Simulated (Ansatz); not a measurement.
**C₂H₄O₂: basis-set convergence**

The task here is to estimate one member of a computed series from the others.

Method: one geometry, several basis sets; program: Ansatz 0.2.0, Gaussian basis.

Plan: PBE0-D4/def2-SVP; ωB97M-V/def2-SVP; PBE0-D4/def2-QZVPP; ωB97M-V/def2-QZVPP; the functionals' def2-TZVPP values are taken from earlier runs.

## The relaxed structure

All runs share one geometry, relaxed beforehand with PBE0-D4 in a triple-zeta def2 set.

SMILES `C1OCO1`, 8 atoms, charge 0, spin multiplicity 1.

Atoms are counted from 1 here; the program's logs count them from 0.

Bond lengths: C1–O2 1.417 Å, C1–O4 1.417 Å, C1–H5 1.098 Å, C1–H6 1.098 Å, O2–C3 1.417 Å, C3–O4 1.417 Å, C3–H7 1.098 Å, C3–H8 1.098 Å. Angles: O2–C1–O4 93.2°, O2–C1–H5 113.0°, O2–C1–H6 113.0°, O4–C1–H5 113.0°, O4–C1–H6 113.0°, H5–C1–H6 110.8°, C1–O2–C3 86.8°, O2–C3–O4 93.2°, O2–C3–H7 113.0°, O2–C3–H8 113.0°, O4–C3–H7 113.0°, O4–C3–H8 113.0°, H7–C3–H8 110.8°, C1–O4–C3 86.8°.

Set-up of the first run:

in.yaml

```yaml
crystal:
  periodic: [false, false, false]
  atoms:
    - {symbol: C, position_ang: [-0.012372, 0.897080, -0.368289]}
    - {symbol: O, position_ang: [-0.957454, 0.099382, 0.323726]}
    - {symbol: C, position_ang: [0.035275, -0.911534, 0.354024]}
    - {symbol: O, position_ang: [0.979491, -0.114747, -0.340217]}
    - {symbol: H, position_ang: [-0.332782, 1.155498, -1.386366]}
    - {symbol: H, position_ang: [0.278192, 1.797717, 0.188921]}
    - {symbol: H, position_ang: [-0.254545, -1.814049, -0.200408]}
    - {symbol: H, position_ang: [0.356293, -1.166648, 1.372809]}
basis:
  gaussian: {orbitals: def2-SVP}
hamiltonian: {xc: pbe0, dispersion: d4}
output: {orbitals: {seedname: orbitals}}
```

The run is started by

```
ansatz run in.yaml --threads 2 --pin off --events-out ev --progress --plain --max-ram 4352MiB
```

Among the steps run: PBE0-D4 in def2-SVP; ωB97M-V in def2-SVP; PBE0-D4 in def2-QZVPP; ωB97M-V in def2-QZVPP.

One table of the session follows, with a row left open; its other results are not shown here.

It belongs to the step «Density functionals: the series». 

| functional | basis | HOMO (eV) | LUMO (eV) |
| --- | --- | --- | --- |
| PBE0-D4 | def2-SVP | ? | ? |
| PBE0-D4 | def2-TZVPP | -7.28 | 1.02 |
| PBE0-D4 | def2-QZVPP | -7.32 | 0.84 |
| ωB97M-V | def2-SVP | -9.55 | 3.85 |
| ωB97M-V | def2-TZVPP | -9.66 | 2.94 |
| ωB97M-V | def2-QZVPP | -9.70 | 2.10 |

Q: Estimate the row for PBE0-D4, def2-SVP from the others.

As computed: HOMO (eV): -7.17; LUMO (eV): 1.66. In the column «HOMO (eV)» it is the highest.
